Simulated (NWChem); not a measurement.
# One shape, several levels: SiNH4F (SMILES N[SiH2]F)

Aim: a comparison of 6 runs (HF/STO-3G, HF/3-21G, BLYP/def2-TZVP, B3LYP/6-31G*, CCSD(T)/cc-pVDZ) of SiNH4F. 

Program for the calculation: NWChem 7.3.0.

**1. The molecule**

SiNH4F has 7 atoms, charge 0, and is taken as a singlet. As SMILES, `N[SiH2]F`. The shape is that of a PBE0-D4/def2-TZVP optimisation. This is one conformer, not always the lowest.

Bond lengths: N1–Si2 1.696 Å, Si2–F3 1.605 Å, N1–H4 1.006 Å, N1–H5 1.006 Å, Si2–H6 1.479 Å, Si2–H7 1.479 Å. Angles: N1–Si2–F3 114.6°, N1–Si2–H6 108.3°, N1–Si2–H7 108.3°, F3–Si2–H6 105.8°, F3–Si2–H7 105.8°, Si2–N1–H4 122.0°, Si2–N1–H5 122.0°, H6–Si2–H7 114.0°, H4–N1–H5 111.8°.

**2. Energy and gradient at HF/STO-3G (run 1)**

run.py

```python
from ase import Atoms
from ase.calculators.nwchem import NWChem

molecule = Atoms(['N', 'Si', 'F', 'H', 'H', 'H', 'H'], positions=[
    [-0.761500, 0.339000, -0.625200],
    [0.531100, -0.115700, 0.373400],
    [0.515100, -1.653900, 0.829800],
    [-0.786600, 0.105100, -1.603600],
    [-1.682200, 0.513500, -0.258400],
    [0.455900, 0.676200, 1.620700],
    [1.789400, 0.068000, -0.382300],
])

calc = NWChem(
    label='struct',
    theory='scf',
    memory='2200 mb',
    basis='STO-3G',
    basispar='spherical bse',
    scf={'nopen': '0', 'rhf': None, 'thresh': '1e-08', 'maxiter': '80', 'print': 'low'},
)
molecule.calc = calc

forces = molecule.get_forces()
e = molecule.get_potential_energy()
print(f"E = {e:.6f} eV")
print("forces (eV/A):")
for s, f in zip(molecule.symbols, forces):
    print(f"{s:2s} {f[0]:10.5f} {f[1]:10.5f} {f[2]:10.5f}")
```

Run with:

```console
$ export ASE_NWCHEM_COMMAND="nwchem PREFIX.nwi > PREFIX.nwo"
$ python run.py
```

The program printed:

```text
E = -11965.700072 eV
forces (eV/A):
N     0.30334    0.06479    0.18450
Si    1.51428    1.17844    0.65378
F    -0.24477   -0.43045   -0.03229
H    -0.10999   -0.13056   -0.33630
H    -0.37029   -0.01126    0.05718
H     0.17278   -0.66422   -1.34458
H    -1.26539   -0.00679    0.81766
```

The calculator wrote struct.nwi:

```
title "struct"

permanent_dir struct

scratch_dir struct

start struct

geometry units angstrom nocenter noautosym noautoz
  N  -7.6149999999999995e-01 3.3900000000000002e-01 -6.2519999999999998e-01
  Si 5.3110000000000002e-01 -1.1570000000000000e-01 3.7340000000000001e-01
  F  5.1510000000000000e-01 -1.6538999999999999e+00 8.2979999999999998e-01
  H  -7.8659999999999997e-01 1.0510000000000000e-01 -1.6035999999999999e+00
  H  -1.6821999999999999e+00 5.1349999999999996e-01 -2.5840000000000002e-01
  H  4.5590000000000003e-01 6.7620000000000002e-01 1.6207000000000000e+00
  H  1.7894000000000001e+00 6.8000000000000005e-02 -3.8229999999999997e-01
end

memory 2200 mb

basis spherical bse noprint
   * library STO-3G
end

scf
  nopen 0
  rhf
  thresh 1e-08
  maxiter 80
  print low
end

task scf gradient
```

struct.nwo:

```text
Northwest Computational Chemistry Package (NWChem) 7.3.0
             --------------------------------------------------------

           Job information
           ---------------

    nwchem branch   = 7.3.0
    use scalapack   = T
    input           = struct.nwi
    prefix          = struct.
    data base       = struct/struct.db
    status          = startup
    nproc           =        1

           Memory information
           ------------------

    heap     =     72089594 doubles =      550.0 Mbytes
    stack    =     72089599 doubles =      550.0 Mbytes
    global   =    144179200 doubles =     1100.0 Mbytes (distinct from heap & stack)
    total    =    288358393 doubles =     2200.0 Mbytes
    verify   = yes
    hardfail = no

[... 40 lines left out ...]
            Nuclear Dipole moment (a.u.)
[... 71 lines left out ...]
       Final RHF  results
[... 2 lines left out ...]
         Total SCF energy =   -439.731370576490
      One-electron energy =   -849.633464598259
      Two-electron energy =    291.314138768122
 Nuclear repulsion energy =    118.587955253647
[... 1 line left out ...]
        Time for solution =      0.9s

                              NWChem Gradients Module
                              -----------------------

                         RHF ENERGY GRADIENTS

    atom               coordinates                        gradient
                 x          y          z           x          y          z
   1 N      -1.439026   0.640617  -1.181457   -0.005899  -0.001260  -0.003588
   2 Si      1.003633  -0.218641   0.705624   -0.029448  -0.022917  -0.012714
   3 F       0.973398  -3.125418   1.568095    0.004760   0.008371   0.000628
   4 H      -1.486458   0.198610  -3.030365    0.002139   0.002539   0.006540
   5 H      -3.178897   0.970374  -0.488305    0.007201   0.000219  -0.001112
   6 H       0.861526   1.277833   3.062679   -0.003360   0.012917   0.026148
   7 H       3.381476   0.128501  -0.722442    0.024608   0.000132  -0.015901

 Task  times  cpu:        1.3s     wall:        1.3s
 Total times  cpu:        1.3s     wall:        1.3s
```

It took 2.5 s on 1 thread of Intel Xeon Platinum 8259CL at 2.50GHz (Skylake/Cascade Lake), shared host; peak memory 0.099 GiB.

**3. Energy and gradient at HF/3-21G (run 2)**

fh4nsi.nw

```
start fh4nsi
title "FH4NSi"
memory total 2200 mb

geometry units bohr noautosym nocenter noautoz
  N     -1.43902644     0.64061716    -1.18145677
  Si     1.00363354    -0.21864131     0.70562373
  F      0.97339793    -3.12541804     1.56809474
  H     -1.48645857     0.19861022    -3.03036481
  H     -3.17889729     0.97037436    -0.48830523
  H      0.86152614     1.27783281     3.06267913
  H      3.38147593     0.12850138    -0.72244230
end

basis spherical bse
  * library 3-21G
end

scf
  thresh 1e-08
  maxiter 80
end

task scf gradient
```

Run with:

```console
$ nwchem fh4nsi.nw > fh4nsi.out
```

The program printed:

```text
[...]
  functions       =    39
[...]
  wavefunction    = RHF
[...]
         Total SCF energy =   -442.853523659937
      One-electron energy =   -850.314708753860
      Two-electron energy =    288.873238391978
 Nuclear repulsion energy =    118.587946701946
        Time for solution =      1.1s
[...]
                         RHF ENERGY GRADIENTS
    atom               coordinates                        gradient
                 x          y          z           x          y          z
   1 N      -1.439026   0.640617  -1.181457    0.020859   0.006151   0.011988
   2 Si      1.003634  -0.218641   0.705624   -0.018839  -0.020001  -0.006522
   3 F       0.973398  -3.125418   1.568095    0.002493   0.023606  -0.005507
   4 H      -1.486459   0.198610  -3.030365   -0.000666  -0.004624  -0.003234
   5 H      -3.178897   0.970374  -0.488305   -0.004336  -0.002959   0.002242
   6 H       0.861526   1.277833   3.062679   -0.000922  -0.000542   0.002286
   7 H       3.381476   0.128501  -0.722442    0.001412  -0.001631  -0.001252
[...]
```

Run time: 2.2 s. Hardware: 1 thread of Intel Xeon Platinum 8259CL at 2.50GHz (Skylake/Cascade Lake), shared host; peak memory 0.1 GiB.

Run 3 isn't shown in full; the table further down has it.

**4. Energy and forces at B3LYP/6-31G(d) (spherical functions) (run 4)**

work.nw

```
start work
title "FH4NSi"
memory 2200 mb

geometry noautosym nocenter noautoz
 N    -0.761500    0.339000   -0.625200
 Si    0.531100   -0.115700    0.373400
 F     0.515100   -1.653900    0.829800
 H    -0.786600    0.105100   -1.603600
 H    -1.682200    0.513500   -0.258400
 H     0.455900    0.676200    1.620700
 H     1.789400    0.068000   -0.382300
end

basis spherical bse
 * library 6-31G*
end

dft
 xc b3lyp
 grid xfine
 convergence energy 1e-08
 maxiter 100
 mulliken
end

task dft gradient
```

Run with:

```console
$ nwchem work.nw > work.out
```

The program printed:

```text
[...]
          Wavefunction type:  closed shell.
          No. of atoms     :     7
          No. of electrons :    34
[...]
          Charge           :     0
          Spin multiplicity:     1
[...]
          AO basis - number of functions:    54
[...]
              XC Information
              --------------
                         B3LYP Method XC Potential
                     Hartree-Fock (Exact) Exchange  0.200
                        Slater Exchange Functional  0.800 local
                    Becke 1988 Exchange Functional  0.720 non-local
              Lee-Yang-Parr Correlation Functional  0.810
                  VWN I RPA Correlation Functional  0.190 local
[...]
 d= 0,ls=0.0,diis     1   -446.5109445333 -5.65D+02  1.89D-02  5.31D-01     2.7
[...]
 d= 0,ls=0.0,diis     8   -446.5687757422 -4.72D-09  2.97D-06  3.78D-08    17.6
         Total DFT energy =     -446.568775742157
      One electron energy =     -853.709328460478
           Coulomb energy =      328.497678257371
    Exchange-Corr. energy =      -39.945080792698
 Nuclear repulsion energy =      118.587955253647
[...]
      Total Density - Mulliken Population Analysis
     ---------------------------------------------
    Atom       Charge   Shell Charges
 -----------   ------   -------------------------------------------------------
    1 N    7     7.86   2.00  0.77  2.57  0.82  1.70  0.02
    2 Si  14    13.20   2.00  2.00  5.96  0.89  1.63  0.14  0.26  0.31
    3 F    9     9.40   2.00  0.93  3.32  1.03  2.12  0.01
    4 H    1     0.66   0.50  0.16
    5 H    1     0.66   0.50  0.16
    6 H    1     1.11   0.52  0.59
    7 H    1     1.11   0.52  0.59
[...]
  wavefunction    = closed shell
                         DFT ENERGY GRADIENTS
    atom               coordinates                        gradient
                 x          y          z           x          y          z
   1 N      -1.439026   0.640617  -1.181457    0.002266  -0.004410   0.002816
   2 Si      1.003633  -0.218641   0.705624   -0.007206  -0.004081  -0.003610
   3 F       0.973398  -3.125418   1.568095    0.000293   0.011533  -0.003306
   4 H      -1.486458   0.198610  -3.030365    0.000278   0.001264   0.004953
   5 H      -3.178897   0.970374  -0.488305    0.004713  -0.000767  -0.001746
   6 H       0.861526   1.277833   3.062679    0.000187  -0.001921  -0.000076
   7 H       3.381476   0.128501  -0.722442   -0.000531  -0.001617   0.000970
[...]
```

Run time: 24 s. Hardware: 1 thread of Intel Xeon Platinum 8259CL at 2.50GHz (Skylake/Cascade Lake), shared host; peak memory 0.13 GiB.

Run 5 isn't shown in full; the table further down has it.

**5. A single-point energy at CCSD(T)/cc-pVDZ (run 6)**

calc.xyz

```xyz
7
FH4NSi
N     -0.761500     0.339000    -0.625200
Si     0.531100    -0.115700     0.373400
F      0.515100    -1.653900     0.829800
H     -0.786600     0.105100    -1.603600
H     -1.682200     0.513500    -0.258400
H      0.455900     0.676200     1.620700
H      1.789400     0.068000    -0.382300
```

calc.nw

```
start calc
title "FH4NSi"
memory total 2200 mb
geometry units angstrom noautosym nocenter noautoz
   load calc.xyz
end
basis "ao basis" spherical bse
   * library cc-pVDZ
end
scf
   singlet
   rhf
   thresh 1e-08
   maxiter 80
   print low
end
ccsd
   freeze core 7
   maxiter 60
end
task ccsd(t) energy
```

Run with:

```console
$ nwchem calc.nw > calc.out
```

The program printed:

```text
[...]
  functions       =    66
[...]
  wavefunction    = RHF
[...]
         Total SCF energy =   -445.236260566092
      One-electron energy =   -853.253265832575
      Two-electron energy =    289.429050012835
 Nuclear repulsion energy =    118.587955253648
        Time for solution =     25.6s
[...]
 Total MP2 energy:           -445.696405078713099
[...]
             energy      energy      error      ampl     ampl      Block
                                                time     time      time
[...]
 Total CCSD energy:           -445.724885199026232
[...]
 Total CCSD+T(CCSD) energy:           -445.734881769990636
[...]
 Total CCSD(T) energy:                -445.734166024342812
[...]
```

Run time: 1.7 min. Hardware: 1 thread of Intel Xeon Platinum 8259CL at 2.50GHz (Skylake/Cascade Lake), shared host; peak memory 0.15 GiB.

**6. Overview of the runs**

```csv
run,level,iteration cap,module,energy (Eh),largest force (eV/Å),wall time
1,HF/STO-3G,80,scf,-439.731371,2.027,2.5 s
2,HF/3-21G,80,scf,-442.853524,1.452,2.2 s
3,BLYP/def2-TZVP,100,dft,-446.634315,0.794,68 s
4,B3LYP/6-31G* (spherical functions),100,dft,-446.568776,0.617,24 s
5,B3LYP/6-31G* (Cartesian functions),100,dft,-446.572953,0.560,25 s
6,CCSD(T)/cc-pVDZ,80,ccsd(t),-445.734166,–,1.7 min
```

**7. Results**

```
                                          quantity          value
                               run 6: total energy  -445.73417 Eh
run 6: correlation energy (7 core orbitals frozen)     -497.9 mEh
                             run 6: (T) correction      -9.28 mEh
```

Over runs 2, 4, 5 the dipole moment (its size) runs from 2.03 D (B3LYP/6-31G*) to 2.14 D (HF/3-21G). The two ends differ in method and basis. Over runs 2, 4, 5 the HOMO–LUMO gap runs from 8.68 eV (B3LYP/6-31G*) to 17.11 eV (HF/3-21G). Totals of different functionals can't be ranked against each other. In run 1 the basis is minimal, so the values are rough. All runs together took 3.8 min, the longest 1.7 min.
